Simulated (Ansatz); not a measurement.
A calculation with Ansatz (development build ahead of 0.2.0).

```yaml
crystal:
  periodic: [false, false, false]
  atoms:
    - { symbol: C, position_ang: [-0.4092, 0.05878, -0.64602] }
    - { symbol: C, position_ang: [0.73573, -0.38013, -0.11946] }
    - { symbol: C, position_ang: [-0.29449, 0.27863, 0.77506] }
    - { symbol: H, position_ang: [-1.13083, 0.08573, -1.52931] }
    - { symbol: H, position_ang: [1.82417, -0.52154, -0.21937] }
    - { symbol: H, position_ang: [-0.32408, 1.15367, 1.51736] }
basis:
  gaussian: { orbitals: def2-SVP }
magnetization:
  spin_polarized: true
  initial_magnetization: 1
hamiltonian:
  xc: hf
correlation:
  method: mp2
  frozen_orbitals: { C: 1, H: 0 }
output:
  forces: true
```

The input is written out in the form of the current development build from the run's settings.

Output:

```json
{
  "Converged": "yes",
  "Reference energy": "-115.09609 hartree",
  "Correlation energy": "-0.36127 hartree",
  "Total energy": "-115.45736 hartree",
  "Spin squared of the determinant": "0.914",
  "Stability test": "minimum"
}
```

Forces (eV/Å):
```
atom      Fx      Fy      Fz
  C1   0.775  -1.510  -0.065
  C2  -1.949   3.300  -0.336
  C3   0.313  -0.479   0.997
  H4   1.325   0.262   1.066
  H5  -0.732  -0.802  -0.142
  H6   0.268  -0.772  -1.521
```

Caution: the unrestricted determinant is spin contaminated.
